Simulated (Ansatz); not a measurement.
A run of Ansatz (development build ahead of 0.2.0) on singlet C₂F₂ at this shape:

```yaml
atoms:
  - { symbol: C, position_ang: [0.0000, 0.0000, 0.7342] }
  - { symbol: C, position_ang: [0.0000, 0.0000, -0.7342] }
  - { symbol: F, position_ang: [0.0000, 0.0000, 2.0189] }
  - { symbol: F, position_ang: [0.0000, 0.0000, -2.0189] }
```

Its results:

| Item | Value |
| --- | --- |
| Converged | yes |
| Total energy | -274.45506 hartree |
| Spin squared of the determinant | 1.078 |
| Stability test | minimum |

**Question.** Which input gives this output? Name the method, the orbitals and the basis set, and write the input.

**Answer.** UHF in pcseg-2.

```yaml
crystal:
  periodic: [false, false, false]
  atoms:
    - { symbol: C, position_ang: [0.0, 0.0, 0.7342] }
    - { symbol: C, position_ang: [0.0, 0.0, -0.7342] }
    - { symbol: F, position_ang: [0.0, 0.0, 2.0189] }
    - { symbol: F, position_ang: [0.0, 0.0, -2.0189] }
basis:
  gaussian: { orbitals: pcseg-2 }
magnetization:
  spin_polarized: true
hamiltonian:
  xc: hf
```

Caution: the unrestricted determinant is a mixture of spin states.
